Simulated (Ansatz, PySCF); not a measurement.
System: dichloromethane, CH2Cl2 (charge 0, singlet). 
Geometry from a B3LYP-D3(BJ)/def2-TZVP (Ansatz, an electronic-structure program) optimisation:
```
C
H 1 1.0832
H 1 1.0832 2 111.91
Cl 1 1.7804 2 108.02 3 118.77
Cl 1 1.7804 2 108.02 3 -118.77
```


Quantity: enthalpy of formation at 298 K (from the atomisation energy, B3LYP-D3(BJ)/def2-TZVP harmonic zero-point and thermal terms from PySCF, and the atoms' enthalpies of formation in the G2/97 table; no spin-orbit terms, and no core term in the frozen-core levels), in kcal/mol. Correlated levels leave the core frozen unless marked. Open shells are spin-unrestricted. Spin-orbit coupling is left out. No relativistic terms. FCI takes restricted orbitals. The coupled-cluster limit lacks core correlation, which all-electron functionals hold. CBS marks a two-point X^-3 extrapolation of the correlation energy; Hartree-Fock from the larger set. The bracket is a focal-point correction in the basis named.

| level | program | enthalpy of formation at 298 K (kcal/mol) |
|---|---|---|
| HF/6-31G* | Ansatz | 88.9 |
| HF/cc-pV(T+d)Z | Ansatz | 85.4 |
| RI-HF/cc-pV(Q+d)Z | Ansatz | 85.0 |
| revPBE-D4/def2-TZVPD | Ansatz + dftd4 | -25.5 |
| BP86/def2-TZVPD | PySCF | -34.1 |
| r2SCAN/def2-TZVPD | Ansatz | -25.2 |
| r2SCAN-D4/def2-TZVPD | Ansatz + dftd4 | -25.6 |
| TPSSh-D3(BJ)/def2-TZVPD | PySCF + dftd3 | -26.5 |
| r2SCANh-D4/def2-TZVPD | Ansatz + dftd4 | -22.8 |
| HSE06/def2-TZVPD | Ansatz | -26.1 |
| B2GP-PLYP-D3(BJ)/def2-TZVPD | Ansatz + dftd3 | -17.7 |
| B2PLYP-D3(BJ)/def2-TZVPD | Ansatz + dftd3 | -18.4 |
| B2PLYP-D4/def2-TZVPD | Ansatz + dftd4 | -17.9 |
| MP2/aug-cc-pV(T+d)Z | Ansatz | -24.8 |
| RI-MP2/aug-cc-pV(Q+d)Z | Ansatz | -30.1 |
| RI-MP2/cc-pV(Q+d)Z | Ansatz | -28.3 |
| SCS-MP2/aug-cc-pV(D+d)Z | Ansatz | -0.5 |
| SCS-MP2/aug-cc-pV(T+d)Z | Ansatz | -19.7 |
| CCSD/6-31G | Ansatz | 57.1 |
| FCI/STO-3G | Ansatz | -11.4 |
| RI-MP2/CBS(aug-cc-pV(T+d)Z,aug-cc-pV(Q+d)Z)+[CCSD(T)-MP2]/aug-cc-pV(T+d)Z | Ansatz | -24.2 |
